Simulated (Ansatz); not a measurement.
Frontier orbitals of `[Cl][Al-]([Cl])([Cl])[Cl]`.

Cartesian coordinates in Å:
```
Cl 1.042 1.884 -0.095
Al 0.000 0.000 0.000
Cl -1.851 0.256 1.073
Cl -0.418 -0.692 -1.998
Cl 1.227 -1.449 1.020
```

The species carries charge -1 and has multiplicity 1. The geometry is a stationary point of PBE0-D4/def2-TZVPD. Basis def2-TZVPPD, Ansatz 0.2.0.

```
functional  HOMO (eV)  LUMO (eV)  gap (eV)
       PBE      -3.07       2.63      5.70
    B97M-V      -3.51       2.74      6.25
      PBE0      -4.45       3.10      7.55
   ωB97M-V      -6.72       3.50     10.22
```

Against PBE, PBE0 changes HOMO and LUMO by −1.38 and +0.46 eV, ωB97M-V by −3.65 and +0.87 eV. A gap of 5.71 eV thus becomes 10.23 eV for the same molecule, so an orbital gap means little without its functional. A positive LUMO is unbound and depends on the basis.
